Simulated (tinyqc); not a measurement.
Worked calculation: G0W0 on RHF in the sto-3g basis, for H2O, spin multiplicity 1. Computed by tinyqc, a small Python program that keeps every step (integrals from PySCF). Settings: charge = 0, multiplicity = 1, basis = sto-3g, method = RHF, energy threshold = 1e-10, iteration cap = 73, orthogonalisation = canonical, start = Wolfsberg-Helmholz matrix, DIIS depth = 6. Command: `OMP_NUM_THREADS=1 python tinyqc.py 29070 29071 out.jsonl` (the two numbers bound the seeds that draw the settings). One thread of a shared host (Intel(R) Xeon(R) Processor @ 2.60GHz), about 0.07 s of CPU time with the checks. The early iterations of the SCF are left out here.

## One-electron integrals

Geometry (angstrom):
```
atom       x        y       z
O     0.0000   0.0000  0.0000
H     0.0000   0.8150  0.7030
H     0.0000  -0.8150  0.7030
```

Basis sto-3g: exponents (1/bohr^2) and contraction coefficients of normalised primitives:
```
element  l (shell)  exponent  coefficient
O            s (1)  130.7093       0.1543
O            s (1)   23.8089       0.5353
O            s (1)    6.4436       0.4446
O            s (2)    5.0332      -0.1000
O            s (2)    1.1696       0.3995
O            s (2)    0.3804       0.7001
O            p (3)    5.0332       0.1559
O            p (3)    1.1696       0.6077
O            p (3)    0.3804       0.3920
H            s (1)    3.4253       0.1543
H            s (1)    0.6239       0.5353
H            s (1)    0.1689       0.4446
```

Overlap, kinetic and nuclear-attraction integrals over the contracted functions; the nuclear repulsion is the sum of Za Zb / Rab.

nuclear repulsion = 8.191220 hartree

overlap S:
```
         1O 1s   1O 2s  1O 2px   1O 2py  1O 2pz   2H 1s    3H 1s
1O 1s   1.0000  0.2367  0.0000   0.0000  0.0000  0.0406   0.0406
1O 2s   0.2367  1.0000  0.0000   0.0000  0.0000  0.4001   0.4001
1O 2px  0.0000  0.0000  1.0000   0.0000  0.0000  0.0000   0.0000
1O 2py  0.0000  0.0000  0.0000   1.0000  0.0000  0.2648  -0.2648
1O 2pz  0.0000  0.0000  0.0000   0.0000  1.0000  0.2284   0.2284
2H 1s   0.0406  0.4001  0.0000   0.2648  0.2284  1.0000   0.2124
3H 1s   0.0406  0.4001  0.0000  -0.2648  0.2284  0.2124   1.0000
```

kinetic energy T (hartree):
```
          1O 1s    1O 2s  1O 2px   1O 2py  1O 2pz    2H 1s    3H 1s
1O 1s   29.0032  -0.1680  0.0000   0.0000  0.0000  -0.0079  -0.0079
1O 2s   -0.1680   0.8081  0.0000   0.0000  0.0000   0.0788   0.0788
1O 2px   0.0000   0.0000  2.5287   0.0000  0.0000   0.0000   0.0000
1O 2py   0.0000   0.0000  0.0000   2.5287  0.0000   0.1523  -0.1523
1O 2pz   0.0000   0.0000  0.0000   0.0000  2.5287   0.1314   0.1314
2H 1s   -0.0079   0.0788  0.0000   0.1523  0.1314   0.7600   0.0007
3H 1s   -0.0079   0.0788  0.0000  -0.1523  0.1314   0.0007   0.7600
```

nuclear attraction V (hartree):
```
           1O 1s     1O 2s   1O 2px    1O 2py   1O 2pz    2H 1s    3H 1s
1O 1s   -61.6018   -7.4158   0.0000    0.0000  -0.0160  -1.3050  -1.3050
1O 2s    -7.4158  -10.0293   0.0000    0.0000  -0.1951  -3.1168  -3.1168
1O 2px    0.0000    0.0000  -9.8927    0.0000   0.0000   0.0000   0.0000
1O 2py    0.0000    0.0000   0.0000  -10.0015   0.0000  -1.8171   1.8171
1O 2pz   -0.0160   -0.1951   0.0000    0.0000  -9.9737  -1.6253  -1.6253
2H 1s    -1.3050   -3.1168   0.0000   -1.8171  -1.6253  -5.3943  -1.2530
3H 1s    -1.3050   -3.1168   0.0000    1.8171  -1.6253  -1.2530  -5.3943
```

core Hamiltonian H = T + V (hartree):
```
           1O 1s    1O 2s   1O 2px   1O 2py   1O 2pz    2H 1s    3H 1s
1O 1s   -32.5986  -7.5838   0.0000   0.0000  -0.0160  -1.3129  -1.3129
1O 2s    -7.5838  -9.2211   0.0000   0.0000  -0.1951  -3.0380  -3.0380
1O 2px    0.0000   0.0000  -7.3640   0.0000   0.0000   0.0000   0.0000
1O 2py    0.0000   0.0000   0.0000  -7.4728   0.0000  -1.6648   1.6648
1O 2pz   -0.0160  -0.1951   0.0000   0.0000  -7.4449  -1.4940  -1.4940
2H 1s    -1.3129  -3.0380   0.0000  -1.6648  -1.4940  -4.6342  -1.2523
3H 1s    -1.3129  -3.0380   0.0000   1.6648  -1.4940  -1.2523  -4.6342
```

## Two-electron integrals

Functions are numbered as in S; the eight-fold symmetry (ij|kl) = (ji|kl) = (kl|ij) leaves the list below.

Two-electron integrals (ij|kl) in chemists' order, unique and non-zero (hartree):
```
(11|11) 4.7851      (21|11) 0.7414      (21|21) 0.1369      (22|11) 1.1189
(22|21) 0.2566      (22|22) 0.8172      (31|31) 0.0245      (32|31) 0.0378
(32|32) 0.1805      (33|11) 1.1158      (33|21) 0.2567      (33|22) 0.8170
(33|33) 0.8802      (41|41) 0.0245      (42|41) 0.0378      (42|42) 0.1805
(43|43) 0.0474      (44|11) 1.1158      (44|21) 0.2567      (44|22) 0.8170
(44|33) 0.7853      (44|44) 0.8802      (51|51) 0.0245      (52|51) 0.0378
(52|52) 0.1805      (53|53) 0.0474      (54|54) 0.0474      (55|11) 1.1158
(55|21) 0.2567      (55|22) 0.8170      (55|33) 0.7853      (55|44) 0.7853
(55|55) 0.8802      (61|11) 0.1289      (61|21) 0.0236      (61|22) 0.0440
(61|33) 0.0439      (61|41) 0.0008      (61|42) 0.0015      (61|44) 0.0441
(61|51) 0.0007      (61|52) 0.0013      (61|54) 1.31e-04    (61|55) 0.0441
(61|61) 0.0041      (62|11) 0.3271      (62|21) 0.0760      (62|22) 0.2696
(62|33) 0.2649      (62|41) 0.0043      (62|42) 0.0337      (62|44) 0.2729
(62|51) 0.0037      (62|52) 0.0290      (62|54) 0.0068      (62|55) 0.2708
(62|61) 0.0134      (62|62) 0.1120      (63|31) 0.0078      (63|32) 0.0459
(63|43) 0.0069      (63|53) 0.0060      (63|63) 0.0156      (64|11) 0.1827
(64|21) 0.0430      (64|22) 0.1628      (64|33) 0.1555      (64|41) 0.0099
(64|42) 0.0651      (64|44) 0.1739      (64|51) 0.0018      (64|52) 0.0165
(64|54) 0.0099      (64|55) 0.1589      (64|61) 0.0079      (64|62) 0.0822
(64|64) 0.0752      (65|11) 0.1576      (65|21) 0.0371      (65|22) 0.1404
(65|33) 0.1341      (65|41) 0.0018      (65|42) 0.0165      (65|44) 0.1381
(65|51) 0.0094      (65|52) 0.0602      (65|54) 0.0103      (65|55) 0.1490
(65|61) 0.0068      (65|62) 0.0709      (65|64) 0.0514      (65|65) 0.0599
(66|11) 0.4801      (66|21) 0.1134      (66|22) 0.4623      (66|33) 0.4440
(66|41) 0.0081      (66|42) 0.0874      (66|44) 0.4752      (66|51) 0.0069
(66|52) 0.0754      (66|54) 0.0270      (66|55) 0.4672      (66|61) 0.0201
(66|62) 0.2463      (66|64) 0.2062      (66|65) 0.1779      (66|66) 0.7746
(71|11) 0.1289      (71|21) 0.0236      (71|22) 0.0440      (71|33) 0.0439
(71|41) -0.0008     (71|42) -0.0015     (71|44) 0.0441      (71|51) 0.0007
(71|52) 0.0013      (71|54) -1.31e-04   (71|55) 0.0441      (71|61) 0.0041
(71|62) 0.0130      (71|64) 0.0070      (71|65) 0.0066      (71|66) 0.0194
(71|71) 0.0041      (72|11) 0.3271      (72|21) 0.0760      (72|22) 0.2696
(72|33) 0.2649      (72|41) -0.0043     (72|42) -0.0337     (72|44) 0.2729
(72|51) 0.0037      (72|52) 0.0290      (72|54) -0.0068     (72|55) 0.2708
(72|61) 0.0130      (72|62) 0.0909      (72|64) 0.0461      (72|65) 0.0560
(72|66) 0.1638      (72|71) 0.0134      (72|72) 0.1120      (73|31) 0.0078
(73|32) 0.0459      (73|43) -0.0069     (73|53) 0.0060      (73|63) 0.0123
(73|73) 0.0156      (74|11) -0.1827     (74|21) -0.0430     (74|22) -0.1628
(74|33) -0.1555     (74|41) 0.0099      (74|42) 0.0651      (74|44) -0.1739
(74|51) -0.0018     (74|52) -0.0165     (74|54) 0.0099      (74|55) -0.1589
(74|61) -0.0070     (74|62) -0.0461     (74|64) -0.0115     (74|65) -0.0278
(74|66) -0.0744     (74|71) -0.0079     (74|72) -0.0822     (74|74) 0.0752
(75|11) 0.1576      (75|21) 0.0371      (75|22) 0.1404      (75|33) 0.1341
(75|41) -0.0018     (75|42) -0.0165     (75|44) 0.1381      (75|51) 0.0094
(75|52) 0.0602      (75|54) -0.0103     (75|55) 0.1490      (75|61) 0.0066
(75|62) 0.0560      (75|64) 0.0278      (75|65) 0.0462      (75|66) 0.1103
(75|71) 0.0068      (75|72) 0.0709      (75|74) -0.0514     (75|75) 0.0599
(76|11) 0.1233      (76|21) 0.0290      (76|22) 0.1123      (76|33) 0.1095
(76|44) 0.1115      (76|51) 0.0022      (76|52) 0.0205      (76|55) 0.1157
(76|61) 0.0051      (76|62) 0.0471      (76|64) 0.0299      (76|65) 0.0335
(76|66) 0.1098      (76|71) 0.0051      (76|72) 0.0471      (76|74) -0.0299
(76|75) 0.0335      (76|76) 0.0249      (77|11) 0.4801      (77|21) 0.1134
(77|22) 0.4623      (77|33) 0.4440      (77|41) -0.0081     (77|42) -0.0874
(77|44) 0.4752      (77|51) 0.0069      (77|52) 0.0754      (77|54) -0.0270
(77|55) 0.4672      (77|61) 0.0194      (77|62) 0.1638      (77|64) 0.0744
(77|65) 0.1103      (77|66) 0.3205      (77|71) 0.0201      (77|72) 0.2463
(77|74) -0.2062     (77|75) 0.1779      (77|76) 0.1098      (77|77) 0.7746
```

## Orthogonalisation

S = U s U^T; canonical form X = U s^(-1/2), so that X^T S X = 1. Each column of U has its largest component positive (the first on a tie).

eigenvalues of S: 0.4194  0.5045  0.8813  1.0000  1.1052  1.2830  1.8066

X:
```
              1        2        3       4        5        6       7
1O 1s   -0.3367   0.0000   0.7363  0.0000   0.6206   0.0000  0.1647
1O 2s    1.0543   0.0000  -0.3101  0.0000   0.3242   0.0000  0.4293
1O 2px   0.0000   0.0000   0.0000  1.0000   0.0000   0.0000  0.0000
1O 2py   0.0000   0.8489   0.0000  0.0000   0.0000   0.7043  0.0000
1O 2pz   0.5235   0.0000   0.6613  0.0000  -0.6122   0.0000  0.2175
2H 1s   -0.6654  -0.7942  -0.1718  0.0000  -0.1410   0.3764  0.3840
3H 1s   -0.6654   0.7942  -0.1718  0.0000  -0.1410  -0.3764  0.3840
```

## Iteration 8 (converged): orbitals

converged F (hartree):
```
           1O 1s    1O 2s   1O 2px   1O 2py   1O 2pz    2H 1s    3H 1s
1O 1s   -20.2574  -5.1646   0.0000   0.0000  -0.0262  -0.9028  -0.9028
1O 2s    -5.1646  -2.4194   0.0000   0.0000  -0.0861  -0.8370  -0.8370
1O 2px    0.0000   0.0000  -0.3913   0.0000   0.0000   0.0000   0.0000
1O 2py    0.0000   0.0000   0.0000  -0.2451   0.0000  -0.3534   0.3534
1O 2pz   -0.0262  -0.0861   0.0000   0.0000  -0.2889  -0.3489  -0.3489
2H 1s    -0.9028  -0.8370   0.0000  -0.3534  -0.3489  -0.4450  -0.2941
3H 1s    -0.9028  -0.8370   0.0000   0.3534  -0.3489  -0.2941  -0.4450
```

Diagonalise F' = X^T F X, C = X C', fill 5 alpha and 5 beta electrons from the bottom; D = 2 C_occ C_occ^T. Each column has its largest component positive (the first on a tie).

F' = X^T F X (hartree):
```
         1       2        3        4        5        6        7
1  -0.1124  0.0000   2.0525   0.0000   1.6082   0.0000   0.3756
2   0.0000  0.5860   0.0000   0.0000   0.0000   0.1131   0.0000
3   2.0525  0.0000  -8.5786   0.0000  -8.8133   0.0000  -3.7599
4   0.0000  0.0000   0.0000  -0.3913   0.0000   0.0000   0.0000
5   1.6082  0.0000  -8.8133   0.0000  -9.8711   0.0000  -4.2347
6   0.0000  0.1131   0.0000   0.0000   0.0000  -0.5391   0.0000
7   0.3756  0.0000  -3.7599   0.0000  -4.2347   0.0000  -2.8715
```

orbital energies (hartree): MO1 -20.2657, MO2 -1.2226, MO3 -0.5503, MO4 -0.4520, MO5 -0.3913, MO6 0.5068, MO7 0.5973

coefficients C:
```
            MO1      MO2      MO3      MO4     MO5      MO6      MO7
1O 1s    0.9944  -0.2378   0.0000   0.0982  0.0000  -0.1128   0.0000
1O 2s    0.0244   0.8767   0.0000  -0.5027  0.0000   0.6895   0.0000
1O 2px   0.0000   0.0000   0.0000   0.0000  1.0000   0.0000   0.0000
1O 2py   0.0000   0.0000   0.6167   0.0000  0.0000   0.0000   0.9145
1O 2pz   0.0034   0.0960   0.0000   0.7349  0.0000   0.7643   0.0000
2H 1s   -0.0047   0.1463   0.4532   0.3269  0.0000  -0.7150  -0.7530
3H 1s   -0.0047   0.1463  -0.4532   0.3269  0.0000  -0.7150   0.7530
```

D after iteration 8:
```
          1O 1s    1O 2s  1O 2px   1O 2py   1O 2pz    2H 1s    3H 1s
1O 1s    2.1100  -0.4672  0.0000   0.0000   0.1055  -0.0148  -0.0148
1O 2s   -0.4672   2.0436  0.0000   0.0000  -0.5704  -0.0724  -0.0724
1O 2px   0.0000   0.0000  2.0000   0.0000   0.0000   0.0000   0.0000
1O 2py   0.0000   0.0000  0.0000   0.7607   0.0000   0.5591  -0.5591
1O 2pz   0.1055  -0.5704  0.0000   0.0000   1.0988   0.5086   0.5086
2H 1s   -0.0148  -0.0724  0.0000   0.5591   0.5086   0.6675  -0.1542
3H 1s   -0.0148  -0.0724  0.0000  -0.5591   0.5086  -0.1542   0.6675
```

## Convergence

Stop when the energy changes by less than 1e-10 hartree and every element of the error matrix X^T (F D S - S D F) X is below 3e-06.

Course of the cycle:
```
iteration  E (hartree)     change  largest element of the error matrix
1           -74.523740          -                             6.57e-01
2           -74.932575  -4.09e-01                             1.59e-01
3           -74.949892  -1.73e-02                             4.37e-02
4           -74.951599  -1.71e-03                             8.97e-03
5           -74.951689  -9.02e-05                             1.98e-03
6           -74.951701  -1.17e-05                             2.14e-05
7           -74.951701  -7.64e-10                             4.53e-08
8           -74.951701   9.95e-14                             2.07e-09
```

PySCF RHF in the same basis = -74.951701 hartree

Converged in 8 iterations.

## Integrals over molecular orbitals

(pq|rs) = sum C_ip C_jq C_kr C_ls (ij|kl), one index at a time.

one-electron integrals over orbitals h = C^T H C (hartree):
```
          1        2        3        4        5        6        7
1  -32.5818   0.5651   0.0000  -0.2212   0.0000   0.2580   0.0000
2    0.5651  -7.5809   0.0000   0.5200   0.0000  -1.2459   0.0000
3    0.0000   0.0000  -6.0933   0.0000   0.0000   0.0000  -1.7400
4   -0.2212   0.5200   0.0000  -6.6409   0.0000  -1.2886   0.0000
5    0.0000   0.0000   0.0000   0.0000  -7.3640   0.0000   0.0000
6    0.2580  -1.2459   0.0000  -1.2886   0.0000  -5.3563   0.0000
7    0.0000   0.0000  -1.7400   0.0000   0.0000   0.0000  -5.4990
```

Two-electron integrals over orbitals (pq|rs), unique and non-zero (hartree):
```
(11|11) 4.7464      (21|11) -0.4258     (21|21) 0.0604      (22|11) 1.0157
(22|21) -0.0147     (22|22) 0.7245      (31|31) 0.0109      (32|31) 0.0172
(32|32) 0.1332      (33|11) 0.7751      (33|21) -0.0047     (33|22) 0.6242
(33|33) 0.6041      (41|11) 0.1744      (41|21) -0.0226     (41|22) 0.0135
(41|33) 0.0059      (41|41) 0.0249      (42|11) -0.1487     (42|21) 0.0085
(42|22) -0.0184     (42|33) 0.0041      (42|41) 0.0177      (42|42) 0.1288
(43|31) -0.0030     (43|32) 0.0253      (43|43) 0.0545      (44|11) 0.9399
(44|21) -0.0116     (44|22) 0.6604      (44|33) 0.5730      (44|41) -0.0089
(44|42) -0.0952     (44|44) 0.7113      (51|51) 0.0260      (52|51) 0.0330
(52|52) 0.1488      (53|53) 0.0272      (54|51) -0.0126     (54|52) -0.0461
(54|54) 0.0502      (55|11) 1.1154      (55|21) -0.0120     (55|22) 0.7523
(55|33) 0.6100      (55|41) 0.0049      (55|42) -0.0804     (55|44) 0.6947
(55|55) 0.8802      (61|11) -0.2020     (61|21) 0.0308      (61|22) -0.0012
(61|33) 0.0008      (61|41) 0.0023      (61|42) 0.0211      (61|44) -0.0167
(61|55) -0.0054     (61|61) 0.0273      (62|11) 0.2743      (62|21) -0.0060
(62|22) 0.1349      (62|33) 0.0707      (62|41) 0.0186      (62|42) 0.0291
(62|44) 0.0647      (62|55) 0.1445      (62|61) 0.0103      (62|62) 0.0973
(63|31) 0.0030      (63|32) -0.0339     (63|43) -0.0348     (63|63) 0.0703
(64|11) 0.2640      (64|21) -0.0035     (64|22) 0.1203      (64|33) 0.0492
(64|41) 0.0006      (64|42) -0.0515     (64|44) 0.1318      (64|55) 0.1453
(64|61) -0.0024     (64|62) 0.0587      (64|64) 0.0951      (65|51) 0.0134
(65|52) 0.0521      (65|54) 0.0043      (65|65) 0.0353      (66|11) 0.7981
(66|21) -0.0075     (66|22) 0.6037      (66|33) 0.5572      (66|41) 0.0185
(66|42) 0.0482      (66|44) 0.5495      (66|55) 0.5858      (66|61) 0.0092
(66|62) 0.0964      (66|64) 0.0528      (66|66) 0.5907      (71|31) 0.0145
(71|32) 0.0217      (71|43) -0.0041     (71|63) 0.0034      (71|71) 0.0192
(72|31) 0.0146      (72|32) 0.0506      (72|43) -0.0331     (72|63) 0.0317
(72|71) 0.0184      (72|72) 0.0661      (73|11) 0.3673      (73|21) -0.0071
(73|22) 0.1560      (73|33) 0.0892      (73|41) -4.01e-04   (73|42) -0.0811
(73|44) 0.1418      (73|55) 0.1990      (73|61) -0.0061     (73|62) 0.0694
(73|64) 0.0996      (73|66) 0.0441      (73|73) 0.1602      (74|31) -0.0088
(74|32) -0.0753     (74|43) -0.0113     (74|63) 0.0517      (74|71) -0.0116
(74|72) -0.0163     (74|74) 0.0726      (75|53) 0.0238      (75|75) 0.0244
(76|31) 0.0077      (76|32) 0.0866      (76|43) 0.0593      (76|63) -0.0620
(76|71) 0.0099      (76|72) -0.0072     (76|74) -0.0609     (76|76) 0.1107
(77|11) 0.8341      (77|21) -0.0087     (77|22) 0.6087      (77|33) 0.5881
(77|41) 0.0040      (77|42) -0.0154     (77|44) 0.5807      (77|55) 0.6077
(77|61) -0.0036     (77|62) 0.0616      (77|64) 0.0475      (77|66) 0.5554
(77|73) 0.0894      (77|77) 0.5975
```

## Screening: direct RPA

With D = e_a - e_i and K = (ia|jb): diagonalise D^(1/2) (D + 4K) D^(1/2) = Z w^2 Z^T; X + Y = D^(1/2) Z w^(-1/2), each column of Z with its largest component positive (the first on a tie); E_c = (sum w - tr (D + 2K)) / 2.

D^(1/2) (D + 4K) D^(1/2) (hartree^2):
```
          1>6       1>7     2>6      2>7     3>6      3>7      4>6      4>7
1>6  433.7641    0.0000  0.2460   0.0000  0.0000  -0.1194  -0.0421   0.0000
1>7    0.0000  436.8685  0.0000   0.4546  0.0639   0.0000   0.0000  -0.2170
2>6    0.2460    0.0000  3.6635   0.0000  0.0000   0.3908   0.3025   0.0000
2>7    0.0000    0.4546  0.0000   3.7932  0.1760   0.0000   0.0000  -0.0900
3>6    0.0000    0.0639  0.0000   0.1760  1.4150   0.0000   0.0000   0.2178
3>7   -0.1194    0.0000  0.3908   0.0000  0.0000   2.0523   0.4179   0.0000
4>6   -0.0421    0.0000  0.3025   0.0000  0.0000   0.4179   1.2839   0.0000
4>7    0.0000   -0.2170  0.0000  -0.0900  0.2178   0.0000   0.0000   1.4055
5>6    0.0000    0.0000  0.0000   0.0000  0.0000   0.0000   0.0000   0.0000
5>7    0.0000    0.0000  0.0000   0.0000  0.0000   0.0000   0.0000   0.0000

        5>6     5>7
1>6  0.0000  0.0000
1>7  0.0000  0.0000
2>6  0.0000  0.0000
2>7  0.0000  0.0000
3>6  0.0000  0.0000
3>7  0.0000  0.0000
4>6  0.0000  0.0000
4>7  0.0000  0.0000
5>6  0.9334  0.0000
5>7  0.0000  1.0738
```

excitation energies w (hartree): 0.9661  1.0363  1.0461  1.0857  1.2753  1.4460  1.9514  1.9530  20.8270  20.9014

X + Y:
```
          1       2        3        4        5        6        7        8
1>6  0.0000  0.0000   0.0001   0.0000   0.0000   0.0017   0.0000  -0.0015
1>7  0.0000  0.0000   0.0000   0.0017   0.0011   0.0000  -0.0035   0.0000
2>6  0.0000  0.0000  -0.0650   0.0000   0.0000  -0.3161   0.0000   0.8996
2>7  0.0000  0.0000   0.0000   0.0928  -0.0335   0.0000   0.9629   0.0000
3>6  0.0000  0.0000   0.0000  -0.6953   0.6428   0.0000   0.0519   0.0000
3>7  0.0000  0.0000  -0.4001   0.0000   0.0000   0.7929   0.0000   0.1908
4>6  0.0000  0.0000   0.8834   0.0000   0.0000   0.2871   0.0000   0.1089
4>7  0.0000  0.0000   0.0000   0.6939   0.6419   0.0000  -0.0226   0.0000
5>6  0.9641  0.0000   0.0000   0.0000   0.0000   0.0000   0.0000   0.0000
5>7  0.0000  0.9767   0.0000   0.0000   0.0000   0.0000   0.0000   0.0000

           9       10
1>6   0.9987   0.0000
1>7   0.0000   0.9991
2>6   0.0002   0.0000
2>7   0.0000   0.0003
3>6   0.0000   0.0000
3>7  -0.0001   0.0000
4>6   0.0000   0.0000
4>7   0.0000  -0.0001
5>6   0.0000   0.0000
5>7   0.0000   0.0000
```

RPA correlation energy = -0.065692 hartree

## G0W0 on Hartree-Fock: HOMO

W(p,q,m) = sqrt2 sum_ia (pq|ia) (X+Y)_ia,m; Sigma_c(x) = sum_(i,m) W^2/(x - e_i + w_m) + sum_(a,m) W^2/(x - e_a - w_m); solve x = e_p + Sigma_c(x) by Newton steps; Z = 1/(1 - dSigma/dx); 1 hartree = 27.211386 eV.

The 12 largest terms at x = e_p (hartree; W for the signs of X + Y given):
```
q  m        W      term
5  8   0.2599    0.0346
5  6   0.2176    0.0327
5  3   0.0556    0.0030
2  1   0.0710    0.0028
6  1   0.0482   -0.0012
3  2   0.0329    0.0009
7  2   0.0337   -0.0006
4  1   0.0058  3.30e-05
1  1   0.0182  1.60e-05
5  9  -0.0076  2.81e-06
```

Newton steps (hartree):
```
step        x  Sigma_c(x)       Z
0     -0.3913      0.0722  0.9556
1     -0.3223      0.0692  0.9590
2     -0.3222      0.0691  0.9590
3     -0.3222      0.0691  0.9590
```

quasiparticle energy of the HOMO = -8.7663 eV

Hartree-Fock value = -10.6479 eV

## G0W0 on Hartree-Fock: LUMO

As before.

The 12 largest terms at x = e_p (hartree; W for the signs of X + Y given):
```
q  m        W     term
6  8   0.1426  -0.0104
7  5  -0.1113  -0.0091
4  6   0.1240   0.0064
2  8   0.1515   0.0062
3  5   0.1094   0.0051
4  8   0.1162   0.0046
4  3   0.0570   0.0016
5  1   0.0482   0.0012
2  6   0.0582   0.0011
6  3   0.0322  -0.0010
3  7   0.0467   0.0007
6  6   0.0278  -0.0005
```

Newton steps (hartree):
```
step       x  Sigma_c(x)       Z
0     0.5068      0.0063  0.9769
1     0.5130      0.0062  0.9768
2     0.5130      0.0062  0.9768
```

quasiparticle energy of the LUMO = 13.9584 eV

Hartree-Fock value = 13.7899 eV
